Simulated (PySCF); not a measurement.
Chlorine: a sound run and one with changed settings

Sound run: Cl [Ne] 3s2 3p5, Cl⁺ [Ne] 3s2 3p4. Calculation: PySCF 2.14, in cc-pVDZ-DK (4s3p1d, 18 functions); scalar relativity by spin-free X2C-1e. The sound run starts from symmetry-adapted Hartree-Fock orbitals and uses a fine grid where one is needed.

Changed run: 26 angular points. This setting is unsound on purpose.

```json
{"species": "Cl", "method": "UHF", "sound run (hartree)": "-460.87843", "changed run (hartree)": "-460.87843", "converged": "yes"}
{"species": "Cl", "method": "B3LYP", "sound run (hartree)": "-461.57661", "changed run (hartree)": "-461.57646", "converged": "yes"}
{"species": "Cl", "method": "M06-L", "sound run (hartree)": "-461.54162", "changed run (hartree)": "-461.54159", "converged": "yes"}
{"species": "Cl⁺", "method": "UHF", "sound run (hartree)": "-460.44494", "changed run (hartree)": "-460.44494", "converged": "yes"}
{"species": "Cl⁺", "method": "B3LYP", "sound run (hartree)": "-461.09831", "changed run (hartree)": "-461.09807", "converged": "yes"}
{"species": "Cl⁺", "method": "M06-L", "sound run (hartree)": "-461.06210", "changed run (hartree)": "-461.06266", "converged": "yes"}
```

Ionisation energy of Cl:

```tsv
method	sound run (eV)	changed run (eV)
UHF	11.796	11.796
B3LYP	13.015	13.018
M06-L	13.048	13.032
```

A coarse angular grid integrates products of high-l functions wrongly, so density functionals can shift, and the SCF can exploit the error; Hartree-Fock and MP2 need no grid.

For comparison, NIST gives 12.968 eV between the lowest levels.
